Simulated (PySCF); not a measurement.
Numbering as in the mapped SMILES `[O:1]=[C:2]([OH:3])[CH:4]1[CH2:5][CH2:6]1`. Hydrogens are named by the atom that carries them. Ha(C5), Ha(C6) are cis to C2 on the ring; Hb(C5), Hb(C6) are trans to C2 on the ring.

- geometry from GFN2-xTB
- NMR shieldings at PBE0/pcSseg-1/GIAO
- run in PySCF 2.14
- no solvent model, fast rotation and ring inversion assumed for equivalent nuclei, single conformer, non-relativistic

Chemical shifts δ = σref − σ; 13C (σref 186.93) and 1H (σref 31.72) against TMS; H2O for 17O (σref 336.08), all at this level.

```
        atoms  nucleus  count  δ (ppm)
           C2      13C      1        ?
        C5/C6      13C      2     11.8
           O3      17O      1        ?
Hb(C5)/Hb(C6)       1H      2     0.90
           C4      13C      1     13.6
           O1      17O      1        ?
        H(C4)       1H      1     1.65
Ha(C5)/Ha(C6)       1H      2     1.02
        H(O3)       1H      1     6.08
```

Q: Fill in the missing shifts.

A: 
- C2: 180.6 ppm, carboxylic acid carbon; lone-pair donation from the attached heteroatom keeps it upfield of a ketone carbonyl
- O1: 394.4 ppm, carbonyl oxygen
- O3: 215.7 ppm, acid hydroxyl oxygen

Exchangeable OH/NH protons stand at their gas-phase positions; hydrogen bonding in a real sample shifts them, mostly to higher δ. Shifts are as computed. Against solution values, carbons near 30 ppm lie about +3 ppm off and those near 130 ppm about +5 ppm. Of 1211 compounds with measured shifts, 218 miss one by over three times the rms of a fit or turn the order of signals round; such compounds aren't used in these exercises. In solution the two oxygens of a carboxylic acid exchange roles by proton transfer and give one 17O line. Hydrogen bonding in solution shields acid and N–H amide carbonyl oxygens by tens of ppm. Hydrogen bonding in solution deshields acid and N–H amide carbonyl carbons by as much as 10 ppm beyond these values. Unscaled 17O shifts of doubly bonded oxygen tend to come out too high, by tens of ppm or more. Experimental scales use liquid or dissolved standards, which lie at an offset from isolated H2O (liquid H2O: subtract about 36 ppm).
